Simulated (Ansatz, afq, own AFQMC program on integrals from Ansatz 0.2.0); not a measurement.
Atomization energy of CH$_{4}$BrClOSn, singlet, worked out

```xyz
9

C    -1.4746   -0.2534    0.1511
O    -0.2998   -0.9324   -0.2130
Sn    1.4608   -0.0629   -0.2214
Cl    1.8602    0.7520    1.9380
Br    1.3705    1.9038   -1.7308
H    -1.6915    0.6043   -0.5123
H    -1.4444    0.1153    1.1928
H    -2.3135   -0.9630    0.0682
H     2.6206   -1.2101   -0.6898
```

Basis def2-SVP with its core potentials. Only valence electrons are correlated. Integrals, coupled cluster, full CI and functionals: Ansatz 0.2.0; the random walks run on the same integrals in our own AFQMC program. ph-AFQMC/CISD is guided by a CISD state made of CCSD amplitudes; releasing the constraint for a short imaginary time cuts its bias at the price of noise, slowly where states lie close. Uncertainties: one standard error, sampling alone. No spin–orbit coupling.

Total energies in eV. CBS is CCSD(T) at the limit of def2-TZVPP/QZVPP (extrapolated itself); the highest rung of each member is named.

Cautions: inner d shell frozen; no relativity below Rb; no spin-orbit coupling; CH₄BrClOSn (singlet): the released value is read at 0.90 1/Eh with a noise of 13 meV, more than in the cases checked (meV from the phaseless value at times in 1/Eh: -19 ± 10 at 0.21, -15 ± 13 at 0.42, -13 ± 14 at 0.63, 0 ± 13 at 0.90).

| member | count | CCSD(T)/def2-SVP | highest rung in def2-SVP | which | CCSD(T)/CBS |
| --- | --- | --- | --- | --- | --- |
| C (triplet) | +1 | -1026.2885 | -1026.2976 | FCI | -1028.3149 |
| O (triplet) | +1 | -2036.4313 | -2036.4367 | FCI | -2040.9924 |
| Sn (triplet) | +1 | -5806.4978 | -5806.5047 | FCI | -5806.9928 |
| Cl (doublet) | +1 | -12502.1624 | -12502.1710 | FCI | -12509.3582 |
| Br (doublet) | +1 | -69993.0138 | -69993.0230 | FCI | -70005.1209 |
| H (doublet) | +4 | -13.5861 | -13.5861 | FCI | -13.6059 |
| CH₄BrClOSn, singlet | -1 | -91446.2715 | -91446.3439 ± 0.0127 | released AFQMC | -91475.1514 |

Task: Work out the best estimate of the atomization energy: the CCSD(T)/CBS difference plus the step from CCSD(T) to the highest rung.

Result: Sums with the counts: CCSD(T)/CBS 29.9486 eV, highest rung 27.5665 eV, CCSD(T)/def2-SVP 27.5333 eV. The step is 27.5665 − 27.5333 = 0.0332 eV, so the best estimate is 29.9486 + (0.0332) = 29.9818 eV = 691.4 kcal/mol, with sampling noise 0.013 eV. The basis set is worth 2.415 eV of it. Zero-point, core-correlation and spin–orbit terms aren't in it. Past Ne the Hartree–Fock part of each CBS total tends to overshoot, since the cores don't follow the formula; that largely cancels in the difference.

Best estimates are given only where the step beyond CCSD(T) is under 0.3 eV and no member's determinant is very poor (T1 over 0.05, or 0.07 for open shells, ⟨S²⟩ too high by 0.3, two states mixed), so the hardest cases are missing from such tables.

Each member of a difference takes its own highest rung, so a best estimate needn't equal the limit plus the step of one row. Released energies are given only where the last usable release times agree within the noise; a slower fall can still hide under it. The exponents were fitted on light atoms, and def2 sets of heavy atoms don't grow evenly, so the limit is rough here.
